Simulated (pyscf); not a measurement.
Optimised with ωB97X-D3(BJ)/def2-SVP in PySCF.

SMILES: C=[CH][Al]([CH3])[CH3]
```xyz
14

C      1.7069    -0.6739    -0.0888
C      0.5971    -0.3342    -0.7671
Al    -0.5182     1.1515    -0.1627
C     -2.1348     1.6865    -1.1327
C      0.0602     2.0961     1.4571
H      2.3663    -1.4994    -0.3923
H      2.0184    -0.1368     0.8179
H      0.3758    -0.9363    -1.6615
H     -3.0255     1.6286    -0.4812
H     -2.0681     2.7395    -1.4610
H     -2.3357     1.0722    -2.0256
H      0.2186     1.3999     2.2997
H     -0.6608     2.8610     1.7893
H      1.0270     2.6061     1.2943
```

**Question.** What is the homolytic dissociation enthalpy (298 K, ωB97M-D3(BJ)/def2-TZVP) of the Al–C bond of H₂C=CH–Al(CH₃)–CH₃, to •HC=CH₂ + [H₃C–Al–CH₃]•?

**Answer.** Al–C to •HC=CH₂ + [H₃C–Al–CH₃]•: 93.4 kcal/mol. The 7 functionals that were run give +84.1 (r²SCAN) to +93.8 kcal/mol (ωB97X-D3(BJ)). The radicals are drawn with the spin at the cut bond; how far it spreads was not checked. Other isomers of •HC=CH₂, [H₃C–Al–CH₃]• were not searched in full and may lie lower.
